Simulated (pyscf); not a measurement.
5 gas-phase steps of one pattern: four-centre exchange on the singlet surface, C–H + O–Si or C–H + O–Sn or C–H + S–Sn broken and C–Si + H–O or C–Sn + H–O or C–Sn + H–S formed. Single points on ωB97X-D3(BJ)/def2-SVP structures (PySCF, gas phase). Electronic energies in kcal/mol, from the separated reactants; ΔE‡ at ωB97M-D3(BJ)/def2-TZVP, beside the barrier at PBE/def2-TZVP on the same structures. Rows were drawn at random from the steps of this pattern with a verified saddle, stable references and no exit in the data more than 5 kcal/mol lower.

```tsv
row	step	ΔE‡(PBE)	ΔE‡
1	CH₄ + HO–SnH₃ -> H₃C–SnH₃ + H₂O	43.4	48.8
2	CH₄ + HS–SnH₃ -> H₃C–SnH₃ + H₂S	57.0	?
3	HO–SiH₃ + H₃C–SiH₃ → H₃Si–CH₂–SiH₃ + H₂O	58.4	63.9
4	CH₄ + H₃C–Si(CH₃)(OH)–OH -> H₃C–Si(CH₃)(CH₃)–OH + H₂O	65.0	70.3
5	HO–SiH₃ + F–CH₂–F → F–CH(F)–SiH₃ + H₂O	63.1	69.7
```

Fit ΔE‡ = a + b·ΔE‡(PBE) to the other rows and predict row 2.

Over the 4 complete rows the means are +57.5 (ΔE‡(PBE)) and 63.2 (ΔE‡); least squares gives b = 1.02 and a = 4.6 kcal/mol, with residuals of 0.5 kcal/mol (root mean square; largest 0.7, row 5). For row 2: 4.6 + 1.02 × (+57.0) = 62.7 kcal/mol. The computed barrier is 64.4 kcal/mol, 1.7 over the line. The line follows the complete rows closely but misses this one by more than their scatter. Each barrier is that of the saddle found. Elements past Kr carry the def2 core potentials, without spin-orbit coupling.
